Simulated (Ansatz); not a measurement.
Input file:

```yaml
crystal:
  periodic: [false, false, false]
  atoms:
    - {symbol: Ge, position_ang: [0.041413, -0.048021, 0.830852]}
    - {symbol: N, position_ang: [-0.123461, 1.042474, -0.939108]}
    - {symbol: Si, position_ang: [-0.046840, -0.465843, -1.643442]}
    - {symbol: H, position_ang: [0.036268, 1.954491, -1.034223]}
basis:
  gaussian: {orbitals: STO-3G}
magnetization: {spin_polarized: false, initial_magnetization: 2}
correlation: {method: mp2, electrons: outside_noble_gas}
accuracy: high
```

```sh
$ ansatz run in.yaml --threads 1 --pin off --events-out ev --progress --plain --max-ram 2393MiB
```

Task: Roughly how long does this take on 1 thread of Arm Neoverse V1, shared host, and how much host memory?

Result: 1.9 s wall and 0.09 GiB.

```
525 factors; integrals over basis functions are off by at most 5.9e-9 eV
mean field evaluation 1: about -65075.4718 eV, gradient 1.9e1 eV
mean field evaluation 2: about -65075.5439 eV, gradient 1.9e1 eV
mean field evaluation 4: about -65077.1504 eV, gradient 1.4e0 eV
mean field evaluation 8: about -65077.1692 eV, gradient 4.3e-2 eV
mean field evaluation 16: about -65075.0689 eV, gradient 5.9e0 eV
mean field -65077.16926961 eV, -2391.5418597687 hartree, gradient 1.4e-8 eV, S^2 2.000000; 3 other end points of the search recorded, 0 dependent functions left out
mean field evaluation 32: about -65077.2011 eV, gradient 1.6e0 eV
mean field evaluation 64: about -65074.8704 eV, gradient 1.1e1 eV
20 core orbitals not correlated, not the lowest: weight in the atoms' cores, before any rotation towards them, 0.947 or more for the frozen orbitals, at most 0.060 for the correlated occupied ones
reference -65077.16926961 eV, -2391.5418597687 hartree; 8, 6 occupied and 5, 7 virtual orbitals, 525 factors
second order -3.34433117 eV of doubles, -0.05184053 eV of singles
Total energy: -65080.56544131 eV, -2391.6666667767 hartree
```
